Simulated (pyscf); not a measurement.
`[OH][Ga]([F])[F]` + `[NH3]` → `[OH2]` + `[NH2][Ga]([F])[F]` (four-centre exchange; singlet surface; Ga–O, H–N broken, H–O, Ga–N formed). Structures and frequencies: ωB97X-D3(BJ)/def2-SVP in PySCF. Energies in kJ/mol from the separated reactants.

| level | barrier | reaction energy |
|---|---|---|
| ωB97X-D3(BJ)/def2-TZVP | ? | ? |
| PBE/def2-TZVP | -47.3 | +15.4 |
| B3LYP-D3(BJ)/def2-TZVP | -42.0 | +13.0 |
| PBE0-D3(BJ)/def2-TZVP | -54.0 | +10.4 |
| M06-2X/def2-TZVP | -60.2 | +10.3 |
| HF/def2-TZVP | ? | +13.5 |

**Question.** Some entries are withheld; supply them.

**Answer.** 
- ωB97X-D3(BJ)/def2-TZVP, barrier: -48.6
- ωB97X-D3(BJ)/def2-TZVP, reaction energy: +10.2
- HF/def2-TZVP, barrier: 2.6

On the reactant side the descent ends in an adduct with a Ga–N contact, 152.2 kJ/mol under the separated species and 103.5 kJ/mol under the saddle at ωB97X-D3(BJ)/def2-TZVP. On the product side the descent ends in an adduct with a Ga–O contact, 90.9 kJ/mol under the separated species and 32.1 kJ/mol under the saddle at ωB97X-D3(BJ)/def2-TZVP. At ωB97X-D3(BJ), PBE, B3LYP-D3(BJ), PBE0-D3(BJ), M06-2X the saddle lies under the separated reactants, which points to a path from their complex (located at ωB97X-D3(BJ) alone). At ωB97X-D3(BJ), PBE, B3LYP-D3(BJ), PBE0-D3(BJ), M06-2X, HF the saddle lies under the separated products, which points to a path from their complex (located at ωB97X-D3(BJ) alone), and parting the products costs more than the saddle. What is counted as formed (Ga–N) is already present as a longer contact in the reactant adduct; forming that adduct is a step of its own. What is counted as broken (Ga–O) persists as a longer contact in the product adduct; parting that adduct is a step of its own. This is the saddle that the search found; another between the same sides may lie lower. Elements up to Kr have no core potential and no relativistic terms here.
